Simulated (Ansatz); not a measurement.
Born–Oppenheimer molecular dynamics of CH3AlF (6 atoms, charge -1, multiplicity 1). It starts at the highest image of a converged band. Of that band: Neighbouring images differ by up to 1.2 eV, so the band resolves the path poorly. A vibrational analysis at the climbing image gives one clearly imaginary mode, 1050i cm⁻¹: a first-order saddle point.

Computed with RKS PBE0/def2-SVP (Ansatz 0.2.0).

```
ensemble                      : NVE (velocity Verlet)
time step                     : 0.5 fs
steps asked                   : 200
starting velocities drawn for : 100 K
seed                          : 8170
```

Frames 0.5 fs apart, positions in Å.

Velocities at 85.0 fs (Å/ps):

```
C 13.38 -8.78 3.64
Al -4.57 2.81 -2.55
F -1.66 1.42 -4.39
H 13.17 29.63 72.12
H 6.17 -15.20 5.50
H -25.20 -11.79 29.90
```

```xyz
6
Properties=species:S:1:pos:R:3 time_fs=85.0 energy_less_start_eV=-0.614 T=1296
C -0.241 -0.039 -0.540
Al 0.303 -0.486 1.239
F 1.912 -0.875 0.637
H -1.152 0.547 -0.791
H 0.147 -0.417 -1.427
H -0.065 0.853 -0.129
6
Properties=species:S:1:pos:R:3 time_fs=85.5 energy_less_start_eV=-0.545 T=1161
C -0.235 -0.044 -0.538
Al 0.300 -0.485 1.237
F 1.912 -0.874 0.634
H -1.147 0.561 -0.756
H 0.152 -0.425 -1.427
H -0.074 0.853 -0.112
6
Properties=species:S:1:pos:R:3 time_fs=86.0 energy_less_start_eV=-0.569 T=1201
C -0.230 -0.049 -0.536
Al 0.298 -0.483 1.236
F 1.911 -0.873 0.632
H -1.146 0.570 -0.722
H 0.161 -0.433 -1.430
H -0.073 0.864 -0.092
6
Properties=species:S:1:pos:R:3 time_fs=86.5 energy_less_start_eV=-0.638 T=1329
C -0.225 -0.054 -0.535
Al 0.296 -0.482 1.235
F 1.910 -0.873 0.630
H -1.148 0.576 -0.690
H 0.174 -0.440 -1.438
H -0.065 0.883 -0.071
6
Properties=species:S:1:pos:R:3 time_fs=87.0 energy_less_start_eV=-0.706 T=1458
C -0.221 -0.059 -0.533
Al 0.294 -0.481 1.234
F 1.909 -0.872 0.628
H -1.153 0.577 -0.660
H 0.189 -0.447 -1.448
H -0.050 0.909 -0.048
6
Properties=species:S:1:pos:R:3 time_fs=87.5 energy_less_start_eV=-0.749 T=1542
C -0.218 -0.064 -0.532
Al 0.292 -0.480 1.234
F 1.908 -0.871 0.626
H -1.161 0.574 -0.632
H 0.207 -0.452 -1.460
H -0.028 0.937 -0.026
6
Properties=species:S:1:pos:R:3 time_fs=88.0 energy_less_start_eV=-0.763 T=1571
C -0.216 -0.069 -0.530
Al 0.291 -0.479 1.233
F 1.907 -0.871 0.625
H -1.170 0.567 -0.606
H 0.225 -0.455 -1.473
H 0.001 0.967 -0.006
6
Properties=species:S:1:pos:R:3 time_fs=88.5 energy_less_start_eV=-0.755 T=1556
C -0.214 -0.073 -0.529
Al 0.289 -0.478 1.232
F 1.906 -0.870 0.623
H -1.181 0.554 -0.583
H 0.245 -0.455 -1.485
H 0.034 0.994 0.011
6
Properties=species:S:1:pos:R:3 time_fs=89.0 energy_less_start_eV=-0.734 T=1517
C -0.213 -0.076 -0.527
Al 0.287 -0.478 1.232
F 1.905 -0.870 0.621
H -1.192 0.538 -0.563
H 0.264 -0.453 -1.496
H 0.070 1.020 0.024
6
Properties=species:S:1:pos:R:3 time_fs=89.5 energy_less_start_eV=-0.712 T=1475
C -0.212 -0.079 -0.526
Al 0.286 -0.477 1.232
F 1.905 -0.869 0.620
H -1.203 0.517 -0.545
H 0.282 -0.448 -1.504
H 0.110 1.041 0.033
6
Properties=species:S:1:pos:R:3 time_fs=90.0 energy_less_start_eV=-0.696 T=1445
C -0.212 -0.081 -0.524
Al 0.284 -0.476 1.232
F 1.904 -0.868 0.618
H -1.214 0.492 -0.530
H 0.299 -0.439 -1.510
H 0.152 1.058 0.039
6
Properties=species:S:1:pos:R:3 time_fs=90.5 energy_less_start_eV=-0.691 T=1436
C -0.212 -0.083 -0.523
Al 0.283 -0.476 1.232
F 1.903 -0.868 0.617
H -1.223 0.463 -0.518
H 0.314 -0.428 -1.513
H 0.196 1.069 0.040
```

Of the whole run (100 fs, mean temperature of the second half 2004 K): The conserved energy stayed within 2.8 meV per atom of its start (net change -0.075 meV per atom), so the integration is sound. The system heated up, since it started high on the potential surface and ran downhill. A run of 0.1 ps of so small a system gives no equilibrium averages. The orbitals stay closed-shell, which can raise the energy where a bond breaks towards radicals; this wasn't checked here. Limits of this set-up: an anion without diffuse functions, the dipole of an ion depends on the origin.

Time of the run: 4.7 min on 1 thread of Arm Neoverse V1 (shared host), peak memory 0.11 GiB.
